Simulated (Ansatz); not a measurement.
## Ligand exchange: BH(CH3)F + SiH2(CH3)(OH) → BH(CH3)(OH) + SiH2(CH3)F

Gas-phase species: BH(CH3)F, singlet; SiH2(CH3)(OH), singlet; BH(CH3)(OH), singlet; SiH2(CH3)F, singlet. The partners trade F for OH: B–F and Si–OH bonds give way to B–OH and Si–F.

Shapes, held fixed at every level: PBE0-D4/def2-TZVP. Flexible molecules stand in one conformer, not always the lowest. Programs: Ansatz 0.2.0. The zero-point and thermal change to 298 K, harmonic and unscaled (PBE0-D4/def2-TZVP), is +3.2 kJ/mol.

```
                level                    kind  ΔH(298 K) (kJ/mol)  less CCSD(T)/CBS estimate
          HF/def2-SVP            Hartree–Fock               -38.1                       +1.2
    PBE-D4/def2-TZVPP                     GGA               -38.7                       +0.6
 r2SCAN-D4/def2-TZVPP                meta-GGA               -38.3                       +1.0
  B3LYP-D4/def2-TZVPP           global hybrid               -38.1                       +1.2
r2SCAN0-D4/def2-TZVPP           global hybrid               -37.7                       +1.6
   wB97X-V/def2-TZVPP  range-separated hybrid               -37.7                       +1.6
     CCSD(T)/def2-SVP   coupled cluster or CI               -43.8                       -4.5
 CCSD(T)/CBS estimate   coupled cluster or CI               -39.3                        0.0
```

The highest level, CCSD(T)/CBS estimate, gives ΔH(298 K) = -39.3 kJ/mol; the levels span -43.8 to -37.7. The column of differences is taken from that level and isn't an error. No measured value is set beside it here. The CBS estimate extrapolates MP2 from def2-TZVPP and def2-QZVPP and adds CCSD(T) − MP2 in the triple-zeta set, cores frozen.
